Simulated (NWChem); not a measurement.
Everything below was run with NWChem. System: Be, charge 0, spin multiplicity 1. Level: MP2/def2-TZVP, 1 core orbitals frozen.

Job file:

```
start mol
memory heap 200 mb stack 900 mb global 1100 mb
geometry units angstroms nocenter noautoz
  Be     0.000000     0.000000     0.000000
  symmetry group D2h
end
basis spherical
  * library def2-tzvp
end
scf
  rhf
  nopen 0
  maxiter 100
  thresh 1e-7
  semidirect memsize 60000000 filesize 0
end
mp2
  freeze core 1
end
task mp2 energy
```

Part of the output:

```
             Northwest Computational Chemistry Package (NWChem) 7.3.0
             --------------------------------------------------------

                                NWChem Input Module
                                -------------------

 Scaling coordinates for geometry "geometry" by  1.889725989
 (inverse scale =  0.529177249)

                             Geometry "geometry" -> ""
                             -------------------------

 Output coordinates in angstroms (scale by  1.889725989 to convert to a.u.)

  No.       Tag          Charge          X              Y              Z
 ---- ---------------- ---------- -------------- -------------- --------------
    1 Be                   4.0000     0.00000000     0.00000000     0.00000000

 Effective nuclear repulsion energy (a.u.)       0.0000000000

            Nuclear Dipole moment (a.u.)
            ----------------------------
        X                 Y               Z
 ---------------- ---------------- ----------------
     0.0000000000     0.0000000000     0.0000000000

      Symmetry information
      --------------------

 Group name             D2h
 Group number             26
 Group order               8
 No. of unique centers     1

      Symmetry unique atoms

     1


 Summary of "ao basis" -> "" (spherical)
 ------------------------------------------------------------------------------
       Tag                 Description            Shells   Functions and Types
 ---------------- ------------------------------  ------  ---------------------
 *                         def2-tzvp                  on all atoms

 Summary of "ao basis" -> "ao basis" (spherical)
 ------------------------------------------------------------------------------
       Tag                 Description            Shells   Functions and Types
 ---------------- ------------------------------  ------  ---------------------
 Be                        def2-tzvp                 9       19   5s3p1d

                                 NWChem SCF Module
                                 -----------------

  ao basis        = "ao basis"
[...]
     1   1 0 0      0.000000      0.000000      0.000000
     1   0 1 0     -0.000000      0.000000      0.000000
     1   0 0 1     -0.000000      0.000000      0.000000

     2   2 0 0     -5.775571      0.000000      0.000000
     2   1 1 0      0.000000      0.000000      0.000000
     2   1 0 1     -0.000000      0.000000      0.000000
     2   0 2 0     -5.775571      0.000000      0.000000
     2   0 1 1     -0.000000      0.000000      0.000000
     2   0 0 2     -5.775571      0.000000      0.000000

                   NWChem MP2 Semi-direct Energy/Gradient Module
                   ---------------------------------------------

  Basis functions       =     19
  Molecular orbitals    =     19
  Frozen core           =      1
  Frozen virtuals       =      0
  Active alpha occupied =      1
  Active beta occupied  =      1
  Active alpha virtual  =     17
  Active beta virtual   =     17
  Use MO symmetry       = T
  Use skeleton AO sym   = T

  AO/Fock/Back tols     =   1.0D-09  1.0D-09  1.0D-09

 GA uses MA = F    GA memory limited = T

 Available:
  local mem=  1.26D+08
 global mem=  1.44D+08
 local disk=  0.00D+00
  mp2_memr nvloc                    17
  nvloc new                    17
   1 passes of   1:        2097152                       1169                     11635.
   1 passes of   1: M    126155375           G      144178478           F     124058223.

 Semi-direct pass number   1 of   1  for RHF alpha+beta  at        0.1s
  vrange nnbf                   190
  mp2_eaftype                    10  avail_ma_in_mb                  1099
 EAF : mp2_eaftype filesize          10       5817.
  mp2_eaf for mointskh                     10
Node 0 wrote      0.0 Mb in      0.0 s     Agg I/O rate:   298.9 Mb/s
 Done moints_semi at        0.1s
  mp2_eaftype                    10  avail_ma_in_mb                  1089
 EAF : mp2_eaftype filesize          10       5817.
  mp2_eaf for kh                    10
 Done maket at        0.1s
 Done multipass loop at        0.1s

          -------------------------------------------
          SCF energy                 -14.572579867407
          Correlation energy          -0.026075539213
          Singlet pairs               -0.026075539213
          Triplet pairs                0.000000000000
          Total MP2 energy           -14.598655406620
          -------------------------------------------

          ---------------------------------------------------
                    Spin Component Scaled (SCS) MP2
          Same spin pairs                      0.000000000000
          Same spin scaling factor             0.333333333333
          Opposite spin pairs                 -0.026075539213
          Opposite spin scaling fact.          1.200000000000
          SCS-MP2 correlation energy          -0.031290647055
          Total SCS-MP2 energy               -14.603870514462
          ---------------------------------------------------

 -----------------------
 Performance information
 -----------------------

 Timer overhead =  2.54D-07 seconds/call

               Nr. of calls         CPU time (s)                 Wall time (s)                GFlops
             ---------------    -------------------     ------------------------------   -------------------
Name         Min   Avg   Max    Min     Avg     Max     Min     Avg     Max   Mx/calls   Min     Max     Sum
mp2: moin     1     1     1   2.44E-2 2.44E-2 2.44E-2  2.44E-2 2.44E-2 2.44E-2 2.44E-2   0.0     0.0     0.0
mp2: make     1     1     1   3.77E-4 3.77E-4 3.77E-4  3.77E-4 3.77E-4 3.77E-4 3.77E-4   0.0     0.0     0.0
mp2: tota     1     1     1   4.47E-2 4.47E-2 4.47E-2  4.47E-2 4.47E-2 4.47E-2 4.47E-2   0.0     0.0     0.0

 The average no. of pstat calls per process was 3.00D+00
 with a timing overhead of 7.63D-07s

 Task  times  cpu:        0.1s     wall:        0.1s

 Total times  cpu:        0.2s     wall:        0.2s
```
